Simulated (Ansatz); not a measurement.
## Which is lower?

Two relaxed structures of C$_{2}$H$_{7}$Si (charge -1), singlet (PBE0-D4/def2-TZVPD; forces vanish, vibrations not checked).

A:

```
atom    x (Å)    y (Å)    z (Å)
  C1  -0.7831   0.5382  -0.1605
  C2   0.6972   0.6302  -0.6604
 Si3   0.6242  -0.5324   0.7837
  H4   1.1862   1.6011  -0.5492
  H5  -1.4716   0.1102  -0.8981
  H6  -1.1775   1.4853   0.2252
  H7   0.8950   0.2373  -1.6607
  H8   0.0321  -1.9058   0.5330
  H9   0.4562   0.0857   2.1582
 H10   2.0867  -1.1066   1.1055
```

B:

```
10
angstrom
C -0.7445 0.9212 -0.5511
C 0.2509 0.0408 -0.6286
Si 1.0271 -0.8798 0.8889
H 1.7663 -1.8744 -0.1440
H -1.1922 1.3969 -1.4251
H -1.1436 1.1985 0.4247
H 0.6264 -0.2220 -1.6226
H 0.4373 -2.0855 1.6314
H 0.2065 0.1226 1.8478
H 2.3641 -0.4187 1.4620
```

Ansatz 0.2.0; basis: def2-TZVPPD; cores frozen in the correlated methods. B3LYP uses VWN-RPA correlation.

Which structure is lower at CCSD(T), and by how much? (An estimate is asked for; the value comes from the calculation.)

The calculation gives: A, by 0.005 eV (electronic energy, against the other); a gap this small isn't resolved in one triple-zeta basis. By their contacts, A is C₂H₇Si ([CH2]1[CH2][SiH3]1), total charge -1 and B is C₂H₇Si ([CH2][CH][SiH4]), total charge -1.

Do the other methods give the same order? (Judge from chemistry; the calculation decides.)

The calculation gives: Not all: B3LYP-D4, HF give the other order.

```csv
method,E(B) − E(A) (eV)
PBE-D4,0.111
r2SCAN-D4,0.100
PBE0-D4,0.163
B3LYP-D4,-0.046
wB97M-V,0.079
HF,-0.182
MP2,0.141
CCSD,0.008
CCSD(T),0.005
```

The T1 diagnostic stays at or below 0.013.

Labels in which every atom is bracketed show which atoms are joined, not bond orders.

For scale, one of the runs: CCSD(T)/def2-TZVPPD, 241 basis functions, launched by `ansatz run in.yaml --threads 2 --pin off --events-out ev --progress --plain --max-ram 4352MiB`. Hardware: 2 CPU threads of an Arm Neoverse V2, shared host. Wall time 10 min; peak host memory 1.8 GiB.
